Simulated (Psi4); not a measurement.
**CH6N+ (methanamine, conjugate acid) at CCSD/def2-TZVP**

Aim: the vertical ionisation energy of CH6N+ (methanamine, conjugate acid) at CCSD/def2-TZVP, from 2 runs. 

The results are computed with Psi4 1.11.

### 1 The molecule

CH6N+ has 8 atoms, charge +1, and is taken as a singlet. As SMILES, `C[NH3+]`. Geometry: relaxed at PBE0-D4/def2-TZVP.

Bond lengths: C1–N2 1.497 Å, C1–H3 1.087 Å, C1–H4 1.088 Å, C1–H5 1.087 Å, N2–H6 1.023 Å, N2–H7 1.023 Å, N2–H8 1.023 Å. Some angles: C1–N2–H6 111.4°, C1–N2–H7 111.4°, C1–N2–H8 111.4°, N2–C1–H3 108.5°, N2–C1–H4 108.5°, N2–C1–H5 108.5°, H6–N2–H7 107.4°, H6–N2–H8 107.4°, H7–N2–H8 107.4°, H3–C1–H4 110.4°.

### 2 A single-point energy at CCSD/def2-TZVP

Contents of ch6n.xyz:

```xyz
8
CH6N
C     -0.225100     0.293000    -0.663400
N      0.218700    -0.284600     0.644500
H     -0.041000    -0.440800    -1.444600
H     -1.286800     0.519400    -0.597800
H      0.345600     1.199300    -0.851500
H      0.065500     0.371300     1.413900
H      1.214900    -0.515300     0.632300
H     -0.291800    -1.142300     0.866700
```

Contents of job.py:

```python
import psi4

psi4.set_memory('1600 MB')
psi4.set_num_threads(1)
psi4.core.set_output_file('run.log', False)

with open('ch6n.xyz') as f:
    atoms = ''.join(f.readlines()[2:])
molecule = psi4.geometry('1 1\n' + atoms + 'symmetry c1')

psi4.set_options({
    'puream': True,
    'e_convergence': 1e-09,
    'd_convergence': 1e-08,
    'scf_type': 'pk',
    'num_frozen_docc': 2,
})

energy_value, wavefunction = psi4.energy("ccsd/def2-TZVP", return_wfn=True)
print(f'total energy {energy_value:.8f} hartree = {energy_value * 27.211386:.5f} eV')
for k, v in sorted(psi4.core.scalar_variables().items()):
    print(f'{k:45s} {v:18.10f}')
```

Run with:

```console
python job.py
```

run.log, shortened:

```text
[...]
  Running in c1 symmetry.
[...]
  Nuclear repulsion =   47.967518291850354
[...]
  Multiplicity = 1
[...]
  Nalpha       = 9
  Nbeta        = 9
[...]
    Number of basis functions: 98
[...]
   @RHF iter   1:   -95.54726352265516   -6.45910e-02   3.27350e-03 DIIS/ADIIS
[...]
   @RHF iter  10:   -95.61721179239777   -7.06279e-12   3.13860e-09 DIIS
[...]
    Orbital Energies [Eh]
    ---------------------
    Doubly Occupied:
       1A    -15.912019     2A    -11.489947     3A     -1.529490
       4A     -1.176496     5A     -0.988225     6A     -0.988193
       7A     -0.868532     8A     -0.781437     9A     -0.781376
[...]
  @RHF Final Energy:   -95.61721179239777
   => Energetics <=
    Nuclear Repulsion Energy =             47.9675182918503538
    One-Electron Energy =                -218.1380307501979132
    Two-Electron Energy =                  74.5533006659497914
    Total Energy =                        -95.6172117923977680
[...]
 Multipole Moments:
 ------------------------------------------------------------------------------------
     Multipole            Electronic (a.u.)      Nuclear  (a.u.)        Total (a.u.)
 ------------------------------------------------------------------------------------
 L = 1.  Multiply by 2.5417464519 to convert [e a0] to [Debye]
 Dipole X            :          0.3159927           -0.0591378            0.2568549
 Dipole Y            :         -0.4109643            0.0767526           -0.3342117
 Dipole Z            :          0.9308471           -0.1740875            0.7567596
 Magnitude           :                                                    0.8662315
[...]
      * MP2 total energy                      =  -95.997923378792564
[...]
      * CCSD total energy                     =  -96.027705676586933
```

The script printed:

```text
Memory set to   1.490 GiB by Python driver.
  Threads set to 1 by Python driver.
total energy -96.02770568 hartree = -2613.04697 eV
CC D1 DIAGNOSTIC                                    0.0142777755
CC D2 DIAGNOSTIC                                    0.1377390884
CC NEW D1 DIAGNOSTIC                                0.0142777755
CC T1 DIAGNOSTIC                                    0.0070045136
CCSD CORRELATION ENERGY                            -0.4104938842
CCSD DOUBLES ENERGY                                -0.4104938842
CCSD ITERATIONS                                    14.0000000000
CCSD OPPOSITE-SPIN CORRELATION ENERGY              -0.3339386106
CCSD SAME-SPIN CORRELATION ENERGY                  -0.0765552736
CCSD SINGLES ENERGY                                 0.0000000000
CCSD TOTAL ENERGY                                 -96.0277056766
CURRENT CORRELATION ENERGY                         -0.4104938842
CURRENT ENERGY                                    -96.0277056766
CURRENT REFERENCE ENERGY                          -95.6172117924
DD SOLVATION ENERGY                                 0.0000000000
HF KINETIC ENERGY                                  95.4878961921
HF POTENTIAL ENERGY                              -191.1051079845
HF TOTAL ENERGY                                   -95.6172117924
HF VIRIAL RATIO                                     2.0013542617
MP2 CORRELATION ENERGY                             -0.3807115864
MP2 DOUBLES ENERGY                                 -0.3807115864
MP2 OPPOSITE-SPIN CORRELATION ENERGY               -0.2987529337
MP2 SAME-SPIN CORRELATION ENERGY                   -0.0819586527
MP2 SINGLES ENERGY                                 -0.0000000000
MP2 TOTAL ENERGY                                  -95.9979233788
NUCLEAR REPULSION ENERGY                           47.9675182919
ONE-ELECTRON ENERGY                              -218.1380307502
PCM POLARIZATION ENERGY                             0.0000000000
PE ENERGY                                           0.0000000000
SCF ITERATION ENERGY                              -95.6172117924
SCF ITERATIONS                                     10.0000000000
SCF TOTAL ENERGY                                  -95.6172117924
TWO-ELECTRON ENERGY                                74.5533006659
```

Run time: 45 s. Hardware: 1 thread of Intel Xeon Platinum 8259CL at 2.50GHz (Skylake/Cascade Lake), shared host; peak memory 1.1 GiB.

### 3 Doublet [CH6N]2+

Contents of input.in:

```
memory 1600 MB

molecule mol {
  2 2
  C     -0.225100     0.293000    -0.663400
  N      0.218700    -0.284600     0.644500
  H     -0.041000    -0.440800    -1.444600
  H     -1.286800     0.519400    -0.597800
  H      0.345600     1.199300    -0.851500
  H      0.065500     0.371300     1.413900
  H      1.214900    -0.515300     0.632300
  H     -0.291800    -1.142300     0.866700
  symmetry c1
  no_reorient
  no_com
}

set {
  basis           def2-TZVP
  reference       uhf
  puream          true
  e_convergence   1e-09
  d_convergence   1e-08
  scf_type        pk
  num_frozen_docc 2
  maxiter         200
}

energy('ccsd')
print_variables()
```

Run with:

```console
psi4 input.in input.out -n 1
```

input.out, shortened:

```text
[...]
  Running in c1 symmetry.
[...]
  Nuclear repulsion =   47.967518291850354
[...]
  Multiplicity = 2
[...]
  Nalpha       = 9
  Nbeta        = 8
[...]
    Number of basis functions: 98
[...]
   @UHF iter   1:   -94.78863878395659    6.94034e-01   3.29314e-03 ADIIS/DIIS
[...]
   @UHF iter  28:   -94.89038043588890    2.15010e-11   2.85000e-09 DIIS
[...]
   @S^2 Observed:                7.657315660E-01
[...]
    Orbital Energies [Eh]
    ---------------------
    Alpha Occupied:
       1A    -16.185931     2A    -11.887719     3A     -1.819646
       4A     -1.560185     5A     -1.309872     6A     -1.268880
       7A     -1.194657     8A     -1.190867     9A     -1.127111
    Alpha Virtual:
      10A     -0.311669    11A     -0.254058    12A     -0.235933
      13A     -0.218887    14A     -0.214764    15A     -0.209791
      16A     -0.183854    17A     -0.113661    18A     -0.103395
      19A     -0.100752    20A     -0.047323    21A     -0.033831
      22A      0.057250    23A      0.119232    24A      0.128294
      25A      0.152193    26A      0.179833    27A      0.199836
[...]
  @UHF Final Energy:   -94.89038043588890
   => Energetics <=
    Nuclear Repulsion Energy =             47.9675182918503538
    One-Electron Energy =                -212.0725575058930303
    Two-Electron Energy =                  69.2146587781537761
    Total Energy =                        -94.8903804358889005
  UHF NO Occupations:
  HONO-2 :    7  A 1.9995924
  HONO-1 :    8  A 1.9930361
[...]
 Multipole Moments:
 ------------------------------------------------------------------------------------
     Multipole            Electronic (a.u.)      Nuclear  (a.u.)        Total (a.u.)
 ------------------------------------------------------------------------------------
 L = 1.  Multiply by 2.5417464519 to convert [e a0] to [Debye]
 Dipole X            :         -0.5434554            0.3528119           -0.1906436
 Dipole Y            :          0.3631025           -0.4584476           -0.0953451
 Dipole Z            :         -1.2144865            1.0395383           -0.1749482
 Magnitude           :                                                    0.2757581
[...]
      * MP2 total energy                      =  -95.237771284356086
[...]
      * CCSD total energy                     =  -95.268909826252695
[...]
```

Wall time 2.5 min (1 thread of Intel Xeon Platinum 8259CL at 2.50GHz (Skylake/Cascade Lake), shared host); peak memory 1.2 GiB.

### 4 What came out

Level: CCSD/def2-TZVP, 2 core orbitals frozen.

```
                                                                    quantity         value
                                                 singlet CH6N+: total energy  -96.02771 Eh
                          singlet CH6N+: HOMO energy (Hartree–Fock orbitals)     -21.26 eV
                          singlet CH6N+: LUMO energy (Hartree–Fock orbitals)      -2.58 eV
                        singlet CH6N+: HOMO–LUMO gap (Hartree–Fock orbitals)      18.68 eV
                  singlet CH6N+: correlation energy (2 core orbitals frozen)    -410.5 mEh
                                                singlet CH6N+: T1 diagnostic         0.007
                                              doublet [CH6N]2+: total energy  -95.26891 Eh
doublet [CH6N]2+: HOMO energy (Hartree–Fock orbitals) (highest over α and β)     -30.03 eV
 doublet [CH6N]2+: LUMO energy (Hartree–Fock orbitals) (lowest over α and β)     -18.36 eV
               doublet [CH6N]2+: correlation energy (2 core orbitals frozen)    -378.5 mEh
                         doublet [CH6N]2+: ⟨S²⟩ of the reference determinant         0.766
                                             doublet [CH6N]2+: T1 diagnostic         0.025
                        vertical ionisation energy (to the doublet dication)     20.648 eV
```

**Reading.** Removing an electron at fixed nuclei costs 20.65 eV (1992 kJ/mol).
